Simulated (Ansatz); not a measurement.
# CH₃FN₂: a ladder of functionals and wavefunction methods

An exercise on one series of results from a longer session: the logs are not shown, and one member is left open.

The runs use Ansatz 0.2.0, Gaussian basis; functionals in def2-TZVPP, the program's frozen cores in correlated methods.

Plan: LDA (SPW92), PBE-D4, revPBE-D4, BLYP-D4, r2SCAN-D4, B97M-V, PBE0-D4, B3LYP-D4, r2SCANh-D4, r2SCAN0-D4, HSE06-D4, BHLYP-D4, CAM-B3LYP-D4, LC-ωPBE, ωB97X-V, ωB97M-V, B2PLYP, PBE-QIDH; CCSD(T)/def2-SVP; CCSD(T)/def2-TZVPP; MP2/def2-QZVPP; extrapolation to the limit; RPA on PBE.

**The relaxed structure**

An earlier PBE0-D4 in a triple-zeta def2 set relaxation fixed the geometry.

SMILES `N=C(N)F`, 7 atoms, charge 0, spin multiplicity 1.

Atoms are counted from 1 here; the program's logs count them from 0.

Bond lengths: N1–C2 1.252 Å, N1–H5 1.013 Å, C2–N3 1.356 Å, C2–F4 1.350 Å, N3–H6 1.005 Å, N3–H7 1.004 Å. Angles: C2–N1–H5 111.7°, N1–C2–N3 126.2°, N1–C2–F4 124.1°, N3–C2–F4 109.8°, C2–N3–H6 115.5°, C2–N3–H7 117.5°, H6–N3–H7 117.2°.

The first run:

in.yaml

```yaml
crystal:
  periodic: [false, false, false]
  atoms:
    - {symbol: N, position_ang: [-0.840085, 1.050137, -0.309596]}
    - {symbol: C, position_ang: [-0.251216, -0.045466, -0.170390]}
    - {symbol: N, position_ang: [0.778132, -0.298518, 0.674704]}
    - {symbol: F, position_ang: [-0.590149, -1.174770, -0.827919]}
    - {symbol: H, position_ang: [-1.621000, 0.976348, -0.950965]}
    - {symbol: H, position_ang: [1.221157, 0.511583, 1.070846]}
    - {symbol: H, position_ang: [1.364459, -1.087216, 0.467720]}
basis:
  gaussian: {orbitals: def2-TZVPP}
hamiltonian: {xc: lda}
output: {orbitals: {seedname: orbitals}}
```

Among the steps run: LDA; PBE-D4 (GGA); revPBE-D4 (GGA); BLYP-D4 (GGA); r2SCAN-D4 (meta-GGA); B97M-V (meta-GGA); PBE0-D4 (hybrid); B3LYP-D4 (hybrid); r2SCANh-D4 (hybrid); r2SCAN0-D4 (hybrid); HSE06-D4 (hybrid); BHLYP-D4 (hybrid); CAM-B3LYP-D4 (range-separated); LC-ωPBE (range-separated); ωB97X-V (range-separated); ωB97M-V (range-separated); B2PLYP (double hybrid); PBE-QIDH (double hybrid).

One of the session's tables, all rows but one given; the rest of the session is left out.

It belongs to the step «Orbital energies across the functionals». 

| functional | HOMO (eV) | LUMO (eV) | gap (eV) |
| --- | --- | --- | --- |
| LDA (SPW92) | -6.38 | -0.21 | 6.17 |
| PBE-D4 | -6.17 | -0.02 | 6.15 |
| revPBE-D4 | -6.10 | 0.04 | 6.14 |
| BLYP-D4 | -6.06 | -0.05 | 6.01 |
| r2SCAN-D4 | -6.45 | 0.39 | 6.84 |
| B97M-V | -6.49 | 0.29 | 6.77 |
| PBE0-D4 | -7.54 | 0.90 | 8.44 |
| B3LYP-D4 | -7.31 | 0.51 | 7.82 |
| r2SCANh-D4 | -6.96 | 0.78 | 7.74 |
| r2SCAN0-D4 | -7.73 | 1.33 | 9.07 |
| HSE06-D4 | -7.13 | 0.53 | 7.66 |
| BHLYP-D4 | ? | ? | ? |
| CAM-B3LYP-D4 | -8.96 | 1.65 | 10.60 |
| LC-ωPBE | -10.33 | 3.02 | 13.35 |
| ωB97X-V | -9.94 | 2.82 | 12.76 |
| ωB97M-V | -9.84 | 2.31 | 12.15 |

**Question.** Estimate the row for BHLYP-D4.

Worked estimate for «HOMO (eV)». Against the share of exact exchange, BLYP-D4 (0, -6.06), B3LYP-D4 (0.2, -7.31) give a slope of -6.25 per unit share; at 0.5 the line stands at -9.18.

The run gave: HOMO (eV): -8.80; LUMO (eV): 1.49; gap (eV): 10.29. In «HOMO (eV)» the line misses by -0.38.
